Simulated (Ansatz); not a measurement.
Isomers of C$_{4}$H$_{4}$F$_{2}$, relaxed with PBE0-D4/def2-TZVP in Ansatz; electronic energies, one conformer each and not always the lowest. Functionals use def2-TZVPP; CBS adds triple-zeta CCSD(T) − MP2 to the MP2 limit of def2-TZVPP and def2-QZVPP.

Q: Order them by energy at frozen-core CCSD(T)/CBS, lowest first. (Best estimate.)
A. `FC1=CC(F)C1`
B. `C=C/C(F)=C\F`
C. `F/C=C\C=C/F`
D. `F[C@@H]1C=C[C@H]1F`
E. `C=CC=C(F)F`

A: E (0.0 kcal/mol), C (2.5 kcal/mol), B (6.5 kcal/mol), A (8.8 kcal/mol), D (10.4 kcal/mol).

Q: How do B2PLYP, B3LYP, r2SCAN-D4, PBE-D4 place them (kcal/mol, against `C=CC=C(F)F`)? (An estimate is asked.)

A: Ansatz gave: 
| isomer | B2PLYP | B3LYP | r2SCAN-D4 | PBE-D4 |
| --- | --- | --- | --- | --- |
| `FC1=CC(F)C1` | 11.5 | 13.4 | 11.5 | 9.5 |
| `F[C@@H]1C=C[C@H]1F` | 13.8 | 15.8 | 15.0 | 13.4 |
| `C=C/C(F)=C\F` | 6.9 | 6.5 | 7.6 | 7.2 |
| `F/C=C\C=C/F` | 2.5 | 2.2 | 3.3 | 2.6 |

B3LYP here is the variant with VWN-RPA as its local correlation; programs differ in this.
